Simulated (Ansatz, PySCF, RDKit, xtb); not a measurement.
# Solving COF, step by step, part 2 of 2

Only the formula COF is given (odd number of electrons). Aim: find the structure of lowest free energy at 298.15 K, then its properties.

xtb, Ansatz and PySCF; isolated molecules. The steps go on from the part before.

## Step 14: The cation at the same geometry (PBE0/def2-TZVPD)

Contents of input.yaml:

```yaml
basis:
  gaussian: {orbitals: def2-TZVPD}
crystal:
  periodic: [false, false, false]
  atoms:
    - symbol: C
      position_ang: [-0.940930, 0.959520, 0.894361]
    - symbol: F
      position_ang: [0.113413, 0.179014, 0.833199]
    - symbol: O
      position_ang: [-1.633783, 1.298025, 0.017410]
total_charge: 1
hamiltonian: {xc: pbe0}
```

Command:

```sh
$ ansatz run input.yaml --threads 1 --pin off --max-ram 2610MiB --events-out events.jsonl --progress --plain --runs-dir runs
```

The program printed:

```text
Warning: RAYON_NUM_THREADS=1 ignored (pool sized by the plan → 1); use --threads N
Functional definition: PBE0
  name "PBE0"
  parameter a = 0.25
  parameter kappa = 0.804
  parameter beta = 0.06672455060314922
  exchange = (1 - a)*pbe_x(kappa = kappa, mu = beta*pi^2/3) + a*exact_x
  correlation = pbe_c(beta = beta)
555 factors; their error is unknown
mean field evaluation 1: about -5773.0732 eV, gradient 8.5e1 eV
mean field evaluation 2: about -5723.4368 eV, gradient 1.8e2 eV
mean field evaluation 4: about -5783.4670 eV, gradient 1.9e1 eV
mean field evaluation 8: about -5784.0145 eV, gradient 2.9e-2 eV
mean field evaluation 16: about -5784.0336 eV, gradient 1.6e-5 eV
mean field -5784.03357475 eV, -212.5593133134 hartree, gradient 1.6e-5 eV, S^2 0.000000; 0 other end points of the search recorded, 0 dependent functions left out
reference -5784.03359487 eV, -212.5593140527 hartree; 11, 11 occupied and 106, 106 virtual orbitals, 555 factors
Total energy: -5784.03359487 eV, -212.5593140527 hartree
```

It took 1.6 s on 1 thread of Arm Neoverse V1, shared host.

Difference from the parent: 11.39 eV. Only this spin of the product was run; a higher spin can lie lower.

## Step 15: The anion at the same geometry (PBE0/def2-TZVPD)

Contents of input.yaml:

```yaml
crystal:
  periodic: [false, false, false]
  atoms:
    - {symbol: C, position_ang: [-0.940930, 0.959520, 0.894361]}
    - {symbol: F, position_ang: [0.113413, 0.179014, 0.833199]}
    - {symbol: O, position_ang: [-1.633783, 1.298025, 0.017410]}
basis:
  gaussian:
    orbitals: def2-TZVPD
total_charge: -1
hamiltonian:
  xc: pbe0
scf:
  lower_state_search: off
```

Command:

```sh
$ ansatz run input.yaml --threads 1 --pin off --max-ram 2610MiB --events-out events.jsonl --progress --plain --runs-dir runs
```

The program printed (excerpt; [...] marks lines left out):

```text
Warning: RAYON_NUM_THREADS=1 ignored (pool sized by the plan → 1); use --threads N
Functional definition: PBE0
  name "PBE0"
[...]
555 factors; their error is unknown
[...]
mean field -5796.48257146 eV, -213.0168055040 hartree, gradient 2.0e-6 eV, S^2 0.000000; 0 other end points of the search recorded, 0 dependent functions left out
reference -5796.48259214 eV, -213.0168062642 hartree; 12, 12 occupied and 105, 105 virtual orbitals, 555 factors
Total energy: -5796.48259214 eV, -213.0168062642 hartree
Checks for a lower state left out: stability, starts, cluster_reference, orbital_swaps, neighbouring_geometries, increment
```

Wall time 1 s (1 thread of Arm Neoverse V1, shared host).

Parent less the species with the added electron: 1.06 eV.

## Step 16: Polarisability (PBE0/def2-SVPD)

Contents of calc.py:

```python
import numpy
from pyscf import gto, dft
from pyscf.prop.polarizability import uks

mol = gto.M(
    atom='''
C     -0.940930     0.959520     0.894361
F      0.113413     0.179014     0.833199
O     -1.633783     1.298025     0.017410
''',
    basis='def2-svpd',
    charge=0,
    spin=1,
    max_memory=1860,
    verbose=3,
)

myscf = dft.UKS(mol, xc='pbe0')
myscf = myscf.density_fit(auxbasis='def2-universal-jkfit')
myscf.max_cycle = 100
myscf.grids.level = 3
myscf.kernel()
if not myscf.converged:
    myscf = myscf.newton().run(myscf.mo_coeff, myscf.mo_occ)

e_final = myscf.e_tot
print('E = %.10f Eh' % e_final)
pol = uks.Polarizability(myscf)
alpha = pol.polarizability()
print('isotropic polarizability %.4f bohr^3' % (numpy.trace(alpha) / 3))
alpha_w = pol.polarizability_with_freq(freq=0.0773)
```

Command:

```sh
$ OMP_NUM_THREADS=1 python calc.py
```

The program printed:

```text
WARN: HOMO -0.199843091624961 >= LUMO -0.199843091624959

converged SCF energy = -212.735477507944  <S^2> = 0.75444374  2S+1 = 2.0044388
E = -212.7354775079 Eh
isotropic polarizability 16.9993 bohr^3
```

Wall time 25 s (1 thread of Arm Neoverse V1, shared host).

## Step 17: The quartet at the same geometry (PBE0/def2-TZVPD)

Contents of input.yaml:

```yaml
crystal:
  periodic: [false, false, false]
  atoms:
    - symbol: C
      position_ang: [-0.940930, 0.959520, 0.894361]
    - symbol: F
      position_ang: [0.113413, 0.179014, 0.833199]
    - symbol: O
      position_ang: [-1.633783, 1.298025, 0.017410]
basis:
  gaussian: {orbitals: def2-TZVPD}
magnetization: {spin_polarized: true, initial_magnetization: 3}
hamiltonian: {xc: pbe0}
```

Command:

```sh
$ ansatz run input.yaml --threads 1 --pin off --max-ram 2610MiB --events-out events.jsonl --progress --plain --runs-dir runs
```

The program printed:

```text
Warning: RAYON_NUM_THREADS=1 ignored (pool sized by the plan → 1); use --threads N
Functional definition: PBE0
  name "PBE0"
  parameter a = 0.25
  parameter kappa = 0.804
  parameter beta = 0.06672455060314922
  exchange = (1 - a)*pbe_x(kappa = kappa, mu = beta*pi^2/3) + a*exact_x
  correlation = pbe_c(beta = beta)
555 factors; their error is unknown
mean field evaluation 1: about -5784.6648 eV, gradient 2.9e1 eV
mean field evaluation 2: about -5778.2302 eV, gradient 5.5e1 eV
mean field evaluation 4: about -5788.5970 eV, gradient 3.5e0 eV
mean field evaluation 8: about -5788.6677 eV, gradient 6.3e-2 eV
mean field evaluation 16: about -5788.6874 eV, gradient 1.9e-4 eV
mean field -5788.68737133 eV, -212.7303371832 hartree, gradient 1.8e-6 eV, S^2 3.756281; 1 other end points of the search recorded, 0 dependent functions left out
reference -5788.68740496 eV, -212.7303384189 hartree; 13, 10 occupied and 104, 107 virtual orbitals, 555 factors
Total energy: -5788.68740496 eV, -212.7303384189 hartree
```

Run time: 6.6 s. Hardware: 1 thread of Arm Neoverse V1, shared host.

It lies 6.74 eV above the doublet.

## Step 18: Stability of the SCF solution (PBE0/def2-SVP)

Contents of input.xyz:

```xyz
3

C     -0.940930     0.959520     0.894361
F      0.113413     0.179014     0.833199
O     -1.633783     1.298025     0.017410
```

Contents of run.py:

```python
from pyscf import gto, dft

system = gto.M(
    atom='input.xyz',
    max_memory=1860,
    spin=1,
    verbose=3,
    basis='def2-svp',
)

calc0 = dft.UKS(system)
calc0.xc = 'pbe0'
calc0 = calc0.density_fit(auxbasis='def2-universal-jkfit')
calc0.max_cycle = 100
calc0.grids.level = 3
calc0.kernel()
if not calc0.converged:
    calc0 = calc0.newton().run(calc0.mo_coeff, calc0.mo_occ)

etot = calc0.e_tot
print('E = %.10f Eh' % etot)
mo_i, mo_e, stable_i, stable_e = calc0.stability(internal=True, external=True, return_status=True)
print('stable: internal', stable_i, 'external', stable_e)
```

Command:

```sh
$ OMP_NUM_THREADS=1 python run.py
```

The program printed:

```text
WARN: HOMO -0.197762454262767 >= LUMO -0.197762454262767

converged SCF energy = -212.720809761485  <S^2> = 0.75409072  2S+1 = 2.0040865
E = -212.7208097615 Eh
<class 'pyscf.df.df_jk.DFUKS'> wavefunction is stable in the internal stability analysis
<class 'pyscf.df.df_jk.DFUKS'> wavefunction is stable in the real -> complex stability analysis
<class 'pyscf.df.df_jk.DFUKS'> wavefunction has an UHF/UKS -> GHF/GKS instability
stable: internal True external False
```

It took 15 s on 1 thread of Arm Neoverse V1, shared host.

The stability test raises a flag; for an open shell a flag towards a general spinor solution can be the free rotation of the spin.

## Step 19: Outcome

This closing draws on all 2 parts.

| quantity | value |
| --- | --- |
| lowest structure found | O=[C]F, doublet, Cs |
| funnel | 4 starts, 1 minima at GFN2-xTB, 1 screening runs, 1 relaxed, 1 ranked |
| CPU time of all runs | 2.8 min |
| harmonic wavenumbers, lowest and highest (PBE0-D3(BJ)/def2-SVP) | 660 and 2003 cm⁻¹ |
| rotational constants, same geometry | 6.435, 0.3878, 0.3658 cm⁻¹ |
| dipole moment (PBE0/def2-TZVPD) | 0.85 D |
| HOMO energy (highest over α and β) (PBE0/def2-TZVPD) | -8.18 eV |
| LUMO energy (lowest over α and β) (PBE0/def2-TZVPD) | -3.35 eV |
| lowest excitation (TD-PBE0/def2-SVPD) | 4.25 eV (f = 0.008) |
| strongest of the states computed, same level | 5.47 eV (f = 0.018) |
| vertical ionisation energy (to the singlet cation) | 11.39 eV |
| vertical electron affinity | 1.06 eV |
| vertical quartet less doublet | +6.74 eV |

In words: The search ends on `O=[C]F`. The largest share of the time went into the properties (43 %). The stability test raises a flag; for an open shell a flag towards a general spinor solution can be the free rotation of the spin. The search is not exhaustive (a finite list of starts, one conformer a finalist), so a lower isomer can't be ruled out.
